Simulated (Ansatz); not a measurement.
**SiN2H (sextet): wave-function methods side by side, def2-TZVPP**

The task here is to estimate one member of a computed series from the others.

Method: def2-TZVPP, core rule «outside noble gas», up to 7 orbitals frozen; program: Ansatz 0.2.0, Gaussian basis.

Plan: UHF; ROHF; CCSD(T) on UHF.

## The system

The geometry is a PBE0/def2-TZVP stationary point (not a proven minimum) of the parent state, kept for this charge and spin.

4 atoms, charge 0, spin multiplicity 6.

Atoms are counted from 1 here; the program's logs count them from 0.

Bond lengths: N1–Si2 1.595 Å, N1–H4 1.005 Å, Si2–N3 1.809 Å. Angles: Si2–N1–H4 144.7°, N1–Si2–N3 105.3°.

The first run:

Contents of in.yaml:

```yaml
crystal:
  periodic: [false, false, false]
  atoms:
    - {symbol: N, position_ang: [0.000000, -0.484969, 1.254083]}
    - {symbol: Si, position_ang: [0.000000, 0.524235, 0.018749]}
    - {symbol: N, position_ang: [0.000000, -0.526367, -1.454098]}
    - {symbol: H, position_ang: [0.000000, -0.553520, 2.257049]}
basis:
  gaussian: {orbitals: def2-TZVPP}
magnetization: {spin_polarized: true, initial_magnetization: 5}
hamiltonian: {xc: hf}
output: {orbitals: {seedname: orbitals}}
```

Started as:

```sh
> ansatz run in.yaml --threads 1 --pin off --events-out ev --progress --plain --max-ram 4096MiB --backend cpu
```

Steps of the session up to this table: UHF; ROHF; CCSD(T) on UHF.

One of the session's tables, all rows but one given; the rest of the session is left out.

| method | from UCCSD(T) (meV) |
| --- | --- |
| ROHF | +11487.0 |
| UHF | +11091.1 |
| UMP2 | +1501.9 |
| UCCSD | ? |
| UCCSD(T) | 0 |

Estimate the missing values for UCCSD.

As computed: from UCCSD(T) (meV): +401.0. In the column «from UCCSD(T) (meV)» it lies between UCCSD(T) (0) and UMP2 (+1501.9).
